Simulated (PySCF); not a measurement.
**SO2OH: relaxation and vibrations of the doublet**

Aim: relax SO2OH as a doublet from a trigonal planar start, check by its vibrations whether the end is a minimum, and collect its spectrum and constants.

The runs use PySCF 2.14.0; PBE0, basis S def2-TZVP, O def2-TZVP, H def2-TZVP, no relativity, density fitting.

**1. The system as given**

5 atoms, charge 0, spin multiplicity 2.

Bond lengths: S1–O2 1.510 Å, S1–O3 1.510 Å, S1–O4 1.660 Å, O4–H5 0.960 Å. Angles: O2–S1–O3 120.0°, O2–S1–O4 120.0°, O3–S1–O4 120.0°, S1–O4–H5 130.0°.

Z-matrix (Å, degrees; charge 0 multiplicity 2):
```
S
O  1 1.5100
O  1 1.5100 2 120.00
O  1 1.6600 2 120.00 3 180.00
H  4 0.9600 1 130.00 2 180.00
```

**2. First SCF at the start**

The steps below are one call of a driver around PySCF. For each, scf.py gives the equivalent set-up of the SCF; relaxations use the driver's own optimiser. After this first run the driver tries any further starts and a stability analysis.

Input file scf.py:

```python
from pyscf import gto, scf, dft
mol = gto.M(atom='''
S      0.000000     0.000000     0.000000
O      1.510000     0.000000     0.000000
O     -0.755000     1.307700     0.000000
O     -0.830000    -1.437600     0.000000
H     -1.775400    -1.604300     0.000000''',
    basis={'S': 'def2-TZVP', 'O': 'def2-TZVP', 'H': 'def2-TZVP'},
    charge=0, spin=1)
mf = dft.UKS(mol, xc='PBE0')
mf.grids.atom_grid = (50, 194)
aux = {'S': 'def2-universal-JKFIT', 'O': 'def2-universal-JKFIT', 'H': 'def2-universal-JKFIT'}
mf = mf.density_fit(auxbasis=aux)
mf.conv_tol = 1e-08
mf.diis_space = 10
mf.max_cycle = 60
mf.init_guess = 'minao'
mf.verbose = 4
mf.kernel()
```

Run with:

```console
OMP_NUM_THREADS=4 python axn.py task.json out
```

After this run come: Relaxation: trigonal planar start, doublet; Frequencies; Following the imaginary mode; Hessian and properties.

**Question.** What will these runs give? Wanted: minimum; geometry; wavenumbers; dipole moment; highest occupied, lowest empty level; polar-tensor charge of S1; zero-point energy; atomisation energy; ⟨S²⟩.

**Answer**, as computed:

| quantity | value |
| --- | --- |
| minimum | doublet, C1 |
| geometry | O–H 0.969 Å, S–O 1.434 Å, S–O 1.442 Å, S–O 1.609 Å; H–O–S 108.0°, O–S–O 105.8°, O–S–O 108.1°, O–S–O 123.0° |
| wavenumbers (cm⁻¹) | 302 (a), 433 (a), 440 (a), 545 (a), 807 (a), 1113 (a), 1146 (a), 1366 (a), 3789 (a) |
| dipole moment | 2.83 D |
| highest occupied, lowest empty level (either spin) | -8.24, -4.24 eV |
| polar-tensor charge of S1 | +1.49 e |
| zero-point energy | 59.5 kJ/mol |
| entropy at 298.15 K | 287.0 J/(mol K) |
| atomisation energy (no zero-point energy) | 1639 kJ/mol |
| ⟨S²⟩ | 0.755 |

**Reading.** The trigonal planar start ends in a minimum without symmetry. The strongest infrared band lies at 1366 cm⁻¹ (a). Other starts or spin states, not run here, may lie lower.
